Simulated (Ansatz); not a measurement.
# Iron, bcc under RPBE: ground state and equation of state

Aim: take iron in the bcc structure, relax it, solve it on a dense k-mesh, switch on spin-orbit coupling, then scale the cell to 7 volumes from 88 to 112 % of the relaxed one and try a fit of the equation of state. The start is ferromagnetic. The k-meshes are 15×15×15 for the relaxation; 25×25×25 for the dense run; 15×15×15 for spin-orbit coupling; 25×25×25 for the volumes. The starting cell is the measured one, from the Crystallography Open Database.

Method: DFT RPBE, plane waves (420 eV) with PAW, scalar-relativistic; the PAW data stem from PBE, with regenerated cores, in Ansatz 0.2.0.

## 1. The starting structure

The structure is cubic, space group Im-3m (No. 229). Conventional cell: a = 2.866 Å, b = 2.866 Å, c = 2.866 Å, α = 90.00°, β = 90.00°, γ = 90.00°. Fe (site symmetry m-3m) is surrounded by 8 Fe at 2.48 Å.

Coordinates:

```cif
data_structure
_symmetry_space_group_name_H-M 'Im-3m'
_symmetry_Int_Tables_number 229
_cell_length_a 2.8665
_cell_length_b 2.8665
_cell_length_c 2.8665
_cell_angle_alpha 90.000
_cell_angle_beta 90.000
_cell_angle_gamma 90.000
_cell_volume 23.55
loop_
_atom_site_label
_atom_site_type_symbol
_atom_site_symmetry_multiplicity
_atom_site_Wyckoff_symbol
_atom_site_fract_x
_atom_site_fract_y
_atom_site_fract_z
_atom_site_occupancy
Fe1 Fe 2 a 0.00000 0.00000 0.00000 1
```

The atoms start with moments of +2.5 μB.

## 2. Relaxation of the cell

input.yaml reads:

```yaml
crystal:
  lattice:
    - [-1.43325, 1.43325, 1.43325]
    - [1.43325, -1.43325, 1.43325]
    - [1.43325, 1.43325, -1.43325]
  atoms:
    - { symbol: Fe, position: [0.0, 0.0, 0.0], spin: 2.5 }
hamiltonian:
  xc: rpbe
  pseudopotentials:
    kind: paw
    azcp:
      Fe: "pseudopotentials/Fe.paw.azcp"
basis:
  ecutwfc: 420
  fft_grid_basis: typed
kpoints:
  mp_grid: { grid: [15, 15, 15], shift: [0, 0, 0] }
magnetization:
  spin_polarized: true
scf:
  occupations: { method: fermi_dirac, width: 0.05 }
relax:
  max_steps: 60
  f_tol: 0.01
  cell: {}
```

After this run come: The energy on a finer k-mesh; Spin-orbit coupling switched on; The cell scaled to 88 % of its volume; The cell scaled to 92 % of its volume; The cell scaled to 96 % of its volume; The cell scaled to 100 % of its volume; The cell scaled to 104 % of its volume; The cell scaled to 108 % of its volume; The cell scaled to 112 % of its volume.

What does the calculation give? Wanted: space group; conventional cell; volume; shortest distance; gap on the mesh; magnetic state; magnetic state with spin-orbit coupling; V₀, B₀, B₀′.

The runs gave:

```
                               quantity                                  value
         space group (spins left aside)                        Im-3m (No. 229)
                      conventional cell                            a = 2.861 Å
                                 volume                         11.705 Å³/atom
                      shortest distance                                2.477 Å
            against the measured volume                -0.6 % (11.777 Å³/atom)
                        gap on the mesh           none (levels filled in part)
                         magnetic state  ferromagnetic, up to 2.30 μB per atom
magnetic state with spin-orbit coupling  ferromagnetic, up to 2.21 μB per atom
                            V₀, B₀, B₀′           11.719 Å³/atom, 149 GPa, 8.3
```

**Reading.** The relaxed volume lies 0.6 % below the measured cell. Part of the miss is zero-point motion and any thermal expansion in the measured cell. The final state is ferromagnetic (largest moment 2.30 μB). Levels at the Fermi energy are filled in part, as in a metal. The largest spin moment is 2.21 μB in the spin-orbit run and 2.30 μB without; mesh and site projection of the two kinds of run can differ, so the change can't be laid on spin-orbit coupling. Totals with and without spin-orbit coupling (-0.20 eV/atom apart) can't be read as binding, since the two-component data shift the zero of energy. B₀ comes out at 149 GPa.
